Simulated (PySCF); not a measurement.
Species: 2-methyl-1-buten-3-yne, C₅H₆.
Bonds: C1–C2 (triple), C2–C3, C3–C4 (double), C3–C5. Hydrogens: H6 on C1; H7, H8 on C4; H9, H10, H11 on C5.

Level of theory: PBE0-D3(BJ)/def2-TZVP geometry optimisation, gas phase (PySCF 2.14.0).

(1) Give the optimised bond lengths and angles.

## Answers

(1) 
```json
{"bond": "C1≡C2", "length (Å)": "1.203", "order": "triple"}
{"bond": "C2–C3", "length (Å)": "1.426", "order": "single"}
{"bond": "C3=C4", "length (Å)": "1.335", "order": "double"}
{"bond": "C3–C5", "length (Å)": "1.500", "order": "single"}
{"bond": "C1–H6", "length (Å)": "1.064", "order": "single"}
{"bond": "C4–H7", "length (Å)": "1.084", "order": "single"}
{"bond": "C4–H8", "length (Å)": "1.082", "order": "single"}
{"bond": "C5–H9, C5–H10, C5–H11", "length (Å)": "1.092", "order": "single"}
```

Bonds in one row agree within 0.01 Å and their mean is given. Orders are formal, as drawn. A selection of angles:
```json
{"angle": "C2–C1–H6", "degrees": "178.6"}
{"angle": "C1–C2–C3", "degrees": "177.2"}
{"angle": "C2–C3–C4", "degrees": "120.9"}
{"angle": "C2–C3–C5", "degrees": "116.0"}
{"angle": "C4–C3–C5", "degrees": "123.0"}
{"angle": "C3–C4–H7", "degrees": "120.7"}
{"angle": "C3–C4–H8", "degrees": "121.4"}
{"angle": "H7–C4–H8", "degrees": "117.9"}
{"angle": "C3–C5–H9", "degrees": "110.6"}
{"angle": "H9–C5–H10", "degrees": "108.9"}
{"angle": "H9–C5–H11", "degrees": "107.0"}
```

The C–C distances run from 1.203 Å (C1≡C2, drawn triple) to 1.500 Å (C3–C5, drawn single), a spread of 0.297 Å. The 5 heavy atoms lie in one plane (0.000 Å rms). Of the pairs four or more bonds apart, H7···H10 is among the closest relative to their van der Waals radii: 2.39 Å, 100 % of the sum of Bondi's values.

Point group: Cs (every atom within 0.08 Å of its image). PBE0-D3(BJ)/def2-TZVP frequencies: not computed here.

On one thread, AMD EPYC 9R14 (x86_64), no GPU, shared host with 96 logical CPUs at a one-minute load of 11, this took 19 s of wall time and 0.79 GiB of memory at its peak. These figures are those of the optimisation.
